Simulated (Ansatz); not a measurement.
# SiHClO (SMILES O[Si]Cl): where methods fail along a bond

The species is SiHClO (4 atoms), meant as a singlet with charge 0. SMILES: `O[Si]Cl`. The coordinates come from a PBE0-D4/def2-TZVP relaxation.

```xyz
4

O    -0.9118    0.4502   -0.3087
Si   -0.4342   -0.7897    0.6470
Cl    1.6623   -0.7010    0.4214
H    -0.2608    0.9804   -0.7800
```

The O1–Si2 distance is scanned; the parts on either side stay rigid. Basis STO-3G, 11 core orbitals frozen in the correlated methods; program Ansatz 0.2.0. FCI is exact within this basis and core. Energies in eV from each method's value at 1.637 Å; methods without a U are spin-restricted. The shape above is that at 1.637 Å.

```tsv
distance (Å)	revPBE	r2SCAN	PBE0	RPA@PBE	MP2
1.637	0.00	0.00	0.00	0.00	0.00
2.046	1.20	1.47	1.63	1.33	1.90
2.455	3.25	3.70	4.06	3.25	4.30
3.273	5.70	6.34	6.96	4.63	5.86
4.092	6.39	7.06	7.83	4.08	4.58
```

(1) Estimate the FCI curve, and say how far off each method is.

Answers

(1) 
```tsv
distance (Å)	FCI
1.637	0.00
2.046	1.56
2.455	3.48
3.273	4.58
4.092	4.66
```

Departure from the FCI curve at its largest: revPBE +1.73 eV at 4.09 Å; r2SCAN +2.40 eV at 4.09 Å; PBE0 +3.17 eV at 4.09 Å; RPA@PBE -0.58 eV at 4.09 Å; MP2 +1.27 eV at 3.27 Å. The curves of RPA@PBE, MP2 turn over, which the reference doesn't. Restricted functionals keep the electrons paired too, and rise too high.
